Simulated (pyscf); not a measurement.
HO–Ta(Cl)(Cl)(Cl)–Cl + H• → [O–Ta(Cl)(Cl)(Cl)–Cl]• + H₂ (hydrogen abstraction; doublet surface; H–O broken, H–H formed). Structures and frequencies: ωB97X-D3(BJ)/def2-SVP in PySCF. Energies in kcal/mol from the separated reactants.

| level | barrier | reaction energy |
|---|---|---|
| ωB97X-D3(BJ)/def2-TZVP | 17.5 | +6.7 |
| PBE/def2-TZVP | 7.1 | +0.5 |
| r²SCAN/def2-TZVP | … | … |
| PBE0-D3(BJ)/def2-TZVP | 14.4 | +6.0 |
| M06-2X/def2-TZVP | 20.0 | +8.8 |
| ωB97M-D3(BJ)/def2-TZVP | … | +7.2 |

### Question
Complete the blanks.

### Answer

- r²SCAN/def2-TZVP, barrier: 8.4
- r²SCAN/def2-TZVP, reaction energy: +0.1
- ωB97M-D3(BJ)/def2-TZVP, barrier: 18.2

The functionals in the table span 12.9 kcal/mol in this barrier, from PBE to M06-2X. One saddle was located; it need not be the lowest between these sides. The angle at the transferred H is 164°. Open-shell species with a d-block atom are single-reference here; other states, and whether the spin sits on metal or ligand, were not checked. Elements past Kr carry the def2 core potentials, without spin-orbit coupling.
